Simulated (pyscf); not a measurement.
H₂O (SMILES O) + HO–ZrH(F)–F (SMILES [OH][ZrH]([F])[F]) → HO–Zr(OH)(F)–F (SMILES [OH][Zr]([OH])([F])[F]) + H₂ (SMILES [H][H]), a four-centre exchange (singlet surface; H–O, H–Zr broken, O–Zr, H–H formed). PySCF, gas phase, ωB97X-D3(BJ)/def2-SVP geometries. Energies in eV from the separated reactants.

Small-basis levels: PySCF, no dispersion term, spherical d functions. AM1 to PM7: differences of heats of formation from MOPAC, which are fitted to 298 K values and so differ in kind from electronic energies by zero-point and thermal terms. Cost: rough CPU time at the saddle relative to B3LYP/6-31G*+LANL2DZ, from one job on a shared machine.

| level | barrier | reaction energy | cost |
|---|---|---|---|
| HF/6-31G*+LANL2DZ | 0.42 | -1.58 | 0.1 |
| MP2/6-31G*+LANL2DZ | -0.28 | -2.24 | 0.2 |
| SVWN5/6-31G*+LANL2DZ | -0.96 | -1.84 | 0.9 |
| BP86/6-31G*+LANL2DZ | -0.38 | -1.75 | 1 |
| B3LYP/LANL2DZ | -0.46 | -2.17 | 0.8 |
| B3LYP/6-31G*+LANL2DZ | -0.22 | -1.75 | 1 |
| M06-2X/6-31G*+LANL2DZ | -0.29 | -1.72 | 3 |
| B3LYP/6-311+G**+LANL2DZ | -0.04 | -1.51 | 2 |
| PBE/def2-SVP | -0.69 | -1.81 | 2 |
| B3LYP/def2-SVP | -0.47 | -1.81 | 1 |
| PM6 | -0.37 | -3.56 | under 0.02 |
| PM7 | -1.75 | -4.36 | under 0.02 |
| ωB97M-D3(BJ)/def2-TZVP | -0.18 | -1.60 | – |

Against the last row the barrier runs from -1.57 (PM7) to +0.60 eV (HF/6-31G*+LANL2DZ). ωB97M-D3(BJ)/def2-TZVP has limits of its own. On the reactant side the descent ends in an adduct with a O–Zr contact (not fully relaxed), 0.75 eV under the separated species and 0.47 eV under the saddle at ωB97X-D3(BJ)/def2-TZVP. At ωB97M-D3(BJ) the saddle lies under the separated reactants, which points to a path from their complex (located at ωB97X-D3(BJ) alone). What is counted as formed (O–Zr) is already present as a longer contact in the reactant adduct; forming that adduct is a step of its own. At the saddle there is also a short H–Zr contact that neither side keeps. At ωB97X-D3(BJ)/def2-TZVP the barrier from the zero used here is -0.28 eV. One saddle was located; it need not be the lowest between these sides. In the def2 sets elements past Kr carry core potentials, without spin-orbit coupling.
